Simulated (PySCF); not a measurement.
# SiNH4 (SMILES N[SiH2]): levels of theory compared

Aim: a comparison of 3 runs (UB3LYP/STO-6G, NEVPT2(3,3)/STO-6G, UCCSD(T)/STO-6G) of SiNH4. 

Program for the calculation: PySCF 2.14.0.

4 further runs of the same task are left out: 4 set aside as unsound or not needed.

**1. The structure to begin with**

SiNH4 has 6 atoms, charge 0, and is taken as a doublet. As SMILES, `N[SiH2]`. The N1–H4 distance was set to 2.217 Å, away from the relaxed value. At this shape a bond of the SMILES string is far longer than usual.

Bond lengths: N1–Si2 1.725 Å, N1–H3 1.008 Å, Si2–H5 1.493 Å, Si2–H6 1.493 Å. Angles: N1–Si2–H5 107.3°, N1–Si2–H6 107.3°, Si2–N1–H3 119.9°, H5–Si2–H6 110.5°.

**2. A single-point energy at UB3LYP/STO-6G (run 1)**

The input, start.xyz:

```xyz
6
H4NSi
N      0.467268    -0.283891    -0.899154
Si     0.836968     1.394909    -0.758454
H      1.094568    -0.896291    -1.396454
H     -0.503600    -1.346500     0.787600
H      1.186968     1.887409    -2.124154
H     -0.392032     2.078509    -0.255754
```

The input, run.py:

```python
from pyscf import gto, dft

molecule = gto.M(
    atom='start.xyz',
    charge=0,
    spin=1,
    verbose=3,
    max_memory=1860,
    basis='sto-6g',
)

mf = dft.UKS(molecule)
mf.xc = 'b3lyp'
mf.conv_tol = 1e-10
mf.grids.level = 5
mf.kernel()
if not mf.converged:
    mf = mf.newton().run(mf.mo_coeff, mf.mo_occ)

energy = mf.e_tot
print('Final energy', energy)
```

Command:

```bash
$ OMP_NUM_THREADS=1 python run.py
```

The program printed:

```text
converged SCF energy = -345.169445171651  <S^2> = 0.7599207  2S+1 = 2.0098962
Final energy -345.1694451716507
```

It took 9.3 s on 1 thread of Arm Neoverse V1, shared host; peak memory 0.2 GiB.

**3. A single-point energy at NEVPT2(3,3)/STO-6G (run 2)**

The input, run.py:

```python
import numpy
from pyscf import gto, scf, mp, mcscf, mrpt

mol = gto.M(
    atom=[
    ('N', (0.467268, -0.283891, -0.899154)),
    ('Si', (0.836968, 1.394909, -0.758454)),
    ('H', (1.094568, -0.896291, -1.396454)),
    ('H', (-0.503600, -1.346500, 0.787600)),
    ('H', (1.186968, 1.887409, -2.124154)),
    ('H', (-0.392032, 2.078509, -0.255754)),
],
    basis='sto-6g',
    spin=1,
    verbose=4,
    max_memory=1860,
)

calc0 = scf.ROHF(mol)
calc0.conv_tol = 1e-10
calc0.kernel()
if not calc0.converged:
    calc0 = calc0.newton().run(calc0.mo_coeff, calc0.mo_occ)

pt = mp.MP2(scf.addons.convert_to_uhf(calc0)).run()
noons, natorbs = mcscf.addons.make_natural_orbitals(pt)
print('natural occupations', numpy.round(noons[:40], 4))
cas = mcscf.CASSCF(calc0, 3, 3)
cas.fix_spin_(ss=0.75)
cas.natorb = True
cas.kernel(natorbs)
e_pt2 = mrpt.NEVPT(cas).kernel()
energy = cas.e_tot + e_pt2
print('E(%s) = %.9f' % ('NEVPT2', energy))
```

Command:

```bash
$ OMP_NUM_THREADS=1 python run.py
```

The program printed:

```text
PySCF version 2.14.0

[... 74 lines left out ...]
converged SCF energy = -344.23135023114
[... 53 lines left out ...]
1-step CASSCF converged in   3 macro ( 28 JK  10 micro) steps
[... 12 lines left out ...]
CASSCF energy = -344.311122687118
[... 24 lines left out ...]
Nevpt2 Energy = -0.070225926558033
E(NEVPT2) = -344.381348614
```

Wall time 1.2 s (1 thread of Arm Neoverse V1, shared host); peak memory 0.12 GiB.

**4. A single-point energy at UCCSD(T)/STO-6G (run 3)**

The input, run.py:

```python
from pyscf import gto, scf, cc

mol = gto.Mole()
mol.atom = '''
N      0.883009    -0.536476    -1.699155
Si     1.581640     2.635996    -1.433270
H      2.068434    -1.693745    -2.638916
H     -0.951666    -2.544516     1.488348
H      2.243044     3.566686    -4.014069
H     -0.740833     3.927813    -0.483305
'''
mol.unit = 'bohr'
mol.max_memory = 1860
mol.verbose = 3
mol.basis = 'sto-6g'
mol.charge = 0
mol.spin = 1
mol.build()

calc0 = scf.UHF(mol)
calc0.conv_tol = 1e-10
calc0.kernel()
if not calc0.converged:
    calc0 = calc0.newton().run(calc0.mo_coeff, calc0.mo_occ)

mycc = cc.CCSD(calc0, frozen=6)
mycc.kernel()
e_t = mycc.ccsd_t()
etot = mycc.e_tot + e_t
print(f'total energy: {etot:.8f} hartree')
```

Command:

```bash
$ OMP_NUM_THREADS=1 python run.py
```

The program printed:

```text
converged SCF energy = -344.231349305899  <S^2> = 0.75126221  2S+1 = 2.0012618
E(UCCSD) = -344.402769421716  E_corr = -0.1714201158174036
UCCSD(T) correction = -0.00352387633308141
total energy: -344.40629330 hartree
```

Run time: 1.4 s. Hardware: 1 thread of Arm Neoverse V1, shared host; peak memory 0.1 GiB.

**5. The series**

| run | level | integration grid | active selection | energy (Eh) | dipole moment (D) of the reference | HOMO energy (eV) | LUMO energy (eV) | wall time |
| --- | --- | --- | --- | --- | --- | --- | --- | --- |
| 1 | UB3LYP/STO-6G | 5 | – | -345.169445 | 2.67 | -2.83 | 0.06 | 9.3 s |
| 2 | NEVPT2(3,3)/STO-6G | – | mp2 natural orbitals | -344.381349 | 2.29 | – | – | 1.2 s |
| 3 | UCCSD(T)/STO-6G | – | – | -344.406293 | 2.29 | -6.68 | 4.64 | 1.4 s |

**6. What came out**

| quantity | value |
| --- | --- |
| run 3: total energy | -344.40629 Eh |
| run 3: dipole moment (Hartree–Fock density) | 2.29 D |
| run 3: HOMO energy (Hartree–Fock orbitals) (highest over α and β) | -6.68 eV |
| run 3: LUMO energy (Hartree–Fock orbitals) (lowest over α and β) | 4.64 eV |
| run 3: correlation energy (6 core orbitals frozen) | -174.9 mEh |
| run 3: (T) correction | -3.52 mEh |
| run 3: ⟨S²⟩ of the reference determinant | 0.751 |
| run 3: T1 diagnostic | 0.033 |

**Reading.** In runs 1, 2, 3 the basis is minimal, so the values are rough. All runs together took 12 s, the longest 9.3 s.
